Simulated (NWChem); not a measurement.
The numbers come from NWChem runs, not from measurements. System: CH (+1), charge 1, spin multiplicity 1, at a geometry optimised with PBE0/def2-SVP. The structure started from a generated list of species. Level: CCSD(T)/def2-TZVP, 1 core orbitals frozen.

Input file:

```
start mol
memory heap 100 mb stack 700 mb global 1900 mb
charge 1
geometry units angstroms nocenter noautoz
  C      0.000000     0.000000     0.163891
  H      0.000000     0.000000    -0.983348
  symmetry group C2v
end
basis spherical
  * library def2-tzvp
end
scf
  rhf
  nopen 0
  maxiter 100
  thresh 1e-7
  semidirect memsize 60000000 filesize 0
end
ccsd
  freeze core 1
  maxiter 60
end
task ccsd(t) energy
```

Output (cleaned and shortened):

```
             Northwest Computational Chemistry Package (NWChem) 7.3.0
             --------------------------------------------------------

                                NWChem Input Module
                                -------------------

 Scaling coordinates for geometry "geometry" by  1.889725989
 (inverse scale =  0.529177249)

 Turning off AUTOSYM since
 SYMMETRY directive was detected!

                             Geometry "geometry" -> ""
                             -------------------------

 Output coordinates in angstroms (scale by  1.889725989 to convert to a.u.)

  No.       Tag          Charge          X              Y              Z
 ---- ---------------- ---------- -------------- -------------- --------------
    1 C                    6.0000     0.00000000     0.00000000     0.16389100
    2 H                    1.0000     0.00000000     0.00000000    -0.98334800

 Effective nuclear repulsion energy (a.u.)       2.7675693504

            Nuclear Dipole moment (a.u.)
            ----------------------------
        X                 Y               Z
 ---------------- ---------------- ----------------
     0.0000000000     0.0000000000    -0.0000037795

      Symmetry information
      --------------------

 Group name             C2v
 Group number             16
 Group order               4
 No. of unique centers     2

      Symmetry unique atoms

     1    2


 Summary of "ao basis" -> "" (spherical)
 ------------------------------------------------------------------------------
       Tag                 Description            Shells   Functions and Types
 ---------------- ------------------------------  ------  ---------------------
 *                         def2-tzvp                  on all atoms

 Summary of "ao basis" -> "ao basis" (spherical)
 ------------------------------------------------------------------------------
       Tag                 Description            Shells   Functions and Types
 ---------------- ------------------------------  ------  ---------------------
 C                         def2-tzvp                11       31   5s3p2d1f
 H                         def2-tzvp                 4        6   3s1p

                                 NWChem SCF Module
                                 -----------------

  ao basis        = "ao basis"
  functions       =    37
  atoms           =     2
  closed shells   =     3
  open shells     =     0
  charge          =   1.00
  wavefunction    = RHF
  use symmetry    = T
  symmetry adapt  = T

 Summary of "ao basis" -> "ao basis" (spherical)
 ------------------------------------------------------------------------------
       Tag                 Description            Shells   Functions and Types
 ---------------- ------------------------------  ------  ---------------------
 C                         def2-tzvp                11       31   5s3p2d1f
 H                         def2-tzvp                 4        6   3s1p

      Symmetry analysis of basis
      --------------------------

        a1         18
        a2          3
        b1          8
        b2          8

 Forming initial guess at       0.0s

      Superposition of Atomic Density Guess
      -------------------------------------

 Sum of atomic energies:         -38.17113740

 Renormalizing density from       7.00 to      6

      Non-variational initial energy
      ------------------------------

 Total energy =     -34.059762
 1-e energy   =     -48.220703
 2-e energy   =      11.393371
[...]
 CCSD corr. energy:             -0.111904118077644
 Total CCSD energy:            -38.019298604292693

 --------------------------------
 Spin Component Scaled (SCS) CCSD
 --------------------------------
 Same spin contribution:                 -0.006162352049256
 Same spin scaling factor:                1.130000000000000
 Opposite spin contribution:             -0.105741766028388
 Opposite spin scaling fact.:             1.270000000000000
 SCS-CCSD correlation energy:            -0.141255500671712
 Total SCS-CCSD energy:                 -38.048649986886758
 memory            104853452

*********triples calculation*********

nkpass=    1; nvpass=    1; memdrv=          20910; memtrn=        1089464; memavail=      104853372
 memory available/node                      104853372
 total number of virtual orbitals        34
 number of virtuals per integral pass    34
 number of integral evaluations           1
 number of occupied per triples pass      2
 number of triples passes                 1

 commencing integral evaluation        1 at           1.99
  symmetry use  T
task         2 out of       120 done   1%  at       0.0 secs
task         6 out of       120 done   5%  at       0.0 secs
task        12 out of       120 done  10%  at       0.0 secs
task        18 out of       120 done  15%  at       0.0 secs
task        24 out of       120 done  20%  at       0.1 secs
task        30 out of       120 done  25%  at       0.1 secs
task        36 out of       120 done  30%  at       0.1 secs
task        42 out of       120 done  35%  at       0.1 secs
task        48 out of       120 done  40%  at       0.1 secs
task        54 out of       120 done  45%  at       0.1 secs
task        60 out of       120 done  50%  at       0.1 secs
task        66 out of       120 done  55%  at       0.1 secs
task        72 out of       120 done  60%  at       0.1 secs
task        78 out of       120 done  65%  at       0.1 secs
task        84 out of       120 done  70%  at       0.1 secs
task        90 out of       120 done  75%  at       0.1 secs
task        96 out of       120 done  80%  at       0.1 secs
task       102 out of       120 done  85%  at       0.1 secs
task       108 out of       120 done  90%  at       0.2 secs
task       114 out of       120 done  95%  at       0.2 secs
task       120 out of       120 done 100%  at       0.2 secs
 commencing triples evaluation - blocking       1
 ccsd(t): done        1 out of       34 progress:    2.9%
 ccsd(t): done        2 out of       34 progress:    5.9%
 ccsd(t): done        3 out of       34 progress:    8.8%
 ccsd(t): done        4 out of       34 progress:   11.8%
 ccsd(t): done        5 out of       34 progress:   14.7%
 ccsd(t): done        6 out of       34 progress:   17.6%
 ccsd(t): done        7 out of       34 progress:   20.6%
 ccsd(t): done        8 out of       34 progress:   23.5%
 ccsd(t): done        9 out of       34 progress:   26.5%
 ccsd(t): done       10 out of       34 progress:   29.4%
 ccsd(t): done       11 out of       34 progress:   32.4%
 ccsd(t): done       12 out of       34 progress:   35.3%
 ccsd(t): done       13 out of       34 progress:   38.2%
 ccsd(t): done       14 out of       34 progress:   41.2%
 ccsd(t): done       15 out of       34 progress:   44.1%
 ccsd(t): done       16 out of       34 progress:   47.1%
 ccsd(t): done       17 out of       34 progress:   50.0%
 ccsd(t): done       18 out of       34 progress:   52.9%
 ccsd(t): done       19 out of       34 progress:   55.9%
 ccsd(t): done       20 out of       34 progress:   58.8%
 ccsd(t): done       21 out of       34 progress:   61.8%
 ccsd(t): done       22 out of       34 progress:   64.7%
 ccsd(t): done       23 out of       34 progress:   67.6%
 ccsd(t): done       24 out of       34 progress:   70.6%
 ccsd(t): done       25 out of       34 progress:   73.5%
 ccsd(t): done       26 out of       34 progress:   76.5%
 ccsd(t): done       27 out of       34 progress:   79.4%
 ccsd(t): done       28 out of       34 progress:   82.4%
 ccsd(t): done       29 out of       34 progress:   85.3%
 ccsd(t): done       30 out of       34 progress:   88.2%
 ccsd(t): done       31 out of       34 progress:   91.2%
 ccsd(t): done       32 out of       34 progress:   94.1%
 ccsd(t): done       33 out of       34 progress:   97.1%
 ccsd(t): done       34 out of       34 progress:  100.0%
 Time for integral evaluation pass     1        0.16
 Time for triples evaluation pass      1        0.01

 pseudo-e(mp4)  -0.21274449638671E-02
 pseudo-e(mp5)   0.21765605850813E-04
        e(t)    -0.21056793580163E-02

 --------------
 CCSD(T) Energy
 --------------
 Reference energy:                     -37.907394486215047

 CCSD corr. energy:                     -0.111904118077644
 T(CCSD) corr. energy:                  -0.002127444963867
 Total CCSD+T(CCSD) energy:            -38.021426049256561

 CCSD corr. energy:                     -0.111904118077644
 (T) corr. energy:                      -0.002105679358016
 Total CCSD(T) energy:                 -38.021404283650710

 routine      calls  cpu(0)   cpu-min  cpu-ave  cpu-max   i/o
 aoccsd          1     0.00     0.00     0.00     0.00    0.00
 iterdrv         1     0.00     0.00     0.00     0.00    0.00
 pampt          10     0.00     0.00     0.00     0.00    0.00
 t2pm           10     0.01     0.01     0.01     0.01    0.00
 sxy            10     0.02     0.02     0.02     0.02    0.00
 ints       144000     1.70     1.70     1.70     1.70    0.00
 t2eri        1200     0.07     0.07     0.07     0.07    0.00
 idx2         1200     0.01     0.01     0.01     0.01    0.00
 idx34          10     0.00     0.00     0.00     0.00    0.00
 ht2pm          10     0.01     0.01     0.01     0.01    0.00
 itm            10     0.02     0.02     0.02     0.02    0.00
 pdiis          10     0.00     0.00     0.00     0.00    0.00
 triples         1     0.00     0.00     0.00     0.00    0.00
 rdtrpo          1     0.00     0.00     0.00     0.00    0.00
 trpmos          1     0.16     0.16     0.16     0.16    0.00
 trpdrv          1     0.00     0.00     0.00     0.00    0.00
 dovvv         408     0.00     0.00     0.00     0.00    0.00
 doooo         408     0.00     0.00     0.00     0.00    0.00
 tengy         272     0.00     0.00     0.00     0.00    0.00
 Total                 2.02     2.02     2.02     2.02    0.00

 Task  times  cpu:        2.3s     wall:        2.3s

 Total times  cpu:        2.3s     wall:        2.3s
```
